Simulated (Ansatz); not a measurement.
**NH2Cl (triplet): wave-function methods side by side at distance Cl1–H2 along a hydrogen transfer = 1.518 Å, cc-pVTZ**

An exercise on one series of results from a longer session: the logs are not shown, and one member is left open.

Program: Ansatz 0.2.0, Gaussian basis. Level of theory: cc-pVTZ, core rule «outside noble gas», up to 6 orbitals frozen. These are calculated values, not measurements.

Plan: UHF; CCSD(T) on ROHF; CCSD(T) on UHF; BCCD(T) on ROHF; CCSDT(Q) on ROHF; CCSDT(Q) on UHF; CASSCF and NEVPT2, 4 electrons in 4 orbitals; CASSCF and NEVPT2, 14 electrons in 10 orbitals.

## The system

The geometry derives from fragments relaxed apart (PBE0/def2-TZVP) and kept rigid, so it is no stationary point. A hydrogen atom is moved between rigid fragments.

4 atoms, charge 0, spin multiplicity 3.

Atoms are counted from 1 here; the program's logs count them from 0.

Bond lengths: Cl1–H2 1.518 Å, H2–N3 1.135 Å, N3–H4 1.040 Å. Angles: Cl1–H2–N3 180.0°, H2–N3–H4 105.0°.

Geometry (Å):

```tsv
atom	x (Å)	y (Å)	z (Å)
Cl1	-0.80883	0.01966	0.00000
H2	0.70917	0.01966	0.00000
N3	1.84417	0.01966	0.00000
H4	2.11325	-0.98456	0.00000
```

The first run:

The input, in.yaml:

```yaml
crystal:
  periodic: [false, false, false]
  atoms:
    - {symbol: Cl, position_ang: [-0.808832, 0.019664, 0.000000]}
    - {symbol: H, position_ang: [0.709168, 0.019664, 0.000000]}
    - {symbol: N, position_ang: [1.844168, 0.019664, 0.000000]}
    - {symbol: H, position_ang: [2.113249, -0.984563, 0.000000]}
basis:
  gaussian: {orbitals: cc-pVTZ}
magnetization: {spin_polarized: true, initial_magnetization: 2}
hamiltonian: {xc: hf}
output: {orbitals: {seedname: orbitals}}
```

Run with:

```
> ansatz run in.yaml --threads 1 --pin off --events-out ev --progress --plain --max-ram 2816MiB --backend cpu
```

Among the steps run: UHF; CCSD(T) on ROHF; CCSD(T) on UHF; BCCD(T) on ROHF; CCSDT(Q) on ROHF; CCSDT(Q) on UHF; CASSCF and NEVPT2, 4 electrons in 4 orbitals; CASSCF and NEVPT2, 14 electrons in 10 orbitals.

One of the session's tables, all rows but one given; the rest of the session is left out.

```
        method  from UCCSDT(Q) (kJ/mol)
          ROHF                  +1140.5
           UHF                  +1096.5
          RMP2                        ?
          UMP2                   +142.9
         RCCSD                    +47.4
         UCCSD                    +44.9
      RCCSD(T)                     +5.2
      UCCSD(T)                     +5.2
       BCCD(T)                     +5.2
        RCCSDT                     +2.4
        UCCSDT                     +2.0
     RCCSDT(Q)                     +0.3
     UCCSDT(Q)                        0
   CASSCF pair                  +1071.7
   NEVPT2 pair                   +135.1
CASSCF valence                   +975.8
NEVPT2 valence                   +197.1
```

Estimate the missing values for RMP2.

As computed: from UCCSDT(Q) (kJ/mol): +140.5. In the column «from UCCSDT(Q) (kJ/mol)» it lies between NEVPT2 pair (+135.1) and UMP2 (+142.9).

Among the levels timed on like hardware and quicker than the yardstick, those that no quicker one beats, quickest first: NEVPT2 valence (3.1 s, +197.1 kJ/mol); NEVPT2 pair (6.5 s, +135.1 kJ/mol); UCCSD(T) (8 s, +5.2 kJ/mol); RCCSD(T) (11 s, +5.2 kJ/mol); BCCD(T) (14 s, +5.2 kJ/mol).

Caveats from the session: Of the multireference levels listed NEVPT2 pair comes nearest in total energy (+135.1 kJ/mol), which doesn't show that its space is the better one. Restricted and unrestricted rows rest on different reference determinants; where their highest levels disagree by more than a few hundredths of an eV, they describe different states and don't form one ladder.
